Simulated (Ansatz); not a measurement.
Compare A (`C/C=C(/C)CC`) with its isomer B (`C/C=C(\C)CC`).

Program: Ansatz. Geometries: PBE0-D4/def2-TZVP. ΔE: electronic, gas phase. CBS: MP2 limit from def2 TZ/QZ plus the TZ coupled-cluster correction, frozen cores. Double bonds are as drawn, so ΔE can hold a change between cis and trans. DFT in def2-TZVPP. B3LYP here is the variant with VWN-RPA as its local correlation; programs differ in this. One conformer a species, not always the lowest.

Task: Which is lower in electronic energy at CCSD(T)/CBS, and by how much? (Best estimate.)

Result: The calculation gave: A, by 0.1 kcal/mol. So small a gap doesn't settle the order.

Task: Give E(B) − E(A) in kcal/mol with B3LYP, CCSD(T)/def2-TZVPP, LDA (SPW92), PBE-D4, CCSD/def2-TZVPP, BLYP-D4, B3LYP-D4. (An estimate is asked.)

Result: Computed: B3LYP -0.1, CCSD(T)/def2-TZVPP 0.1, LDA (SPW92) -0.3, PBE-D4 0.0, CCSD/def2-TZVPP 0.1, BLYP-D4 0.1, B3LYP-D4 0.1. The order is the other way round with LDA (SPW92).

Largest T1 diagnostic: 0.009.

Leaving LDA and LC-ωPBE aside and taking each functional with its dispersion term where it has one, the values, not all of them listed here, spread over 0.1 kcal/mol, from B97M-V to BLYP-D4.
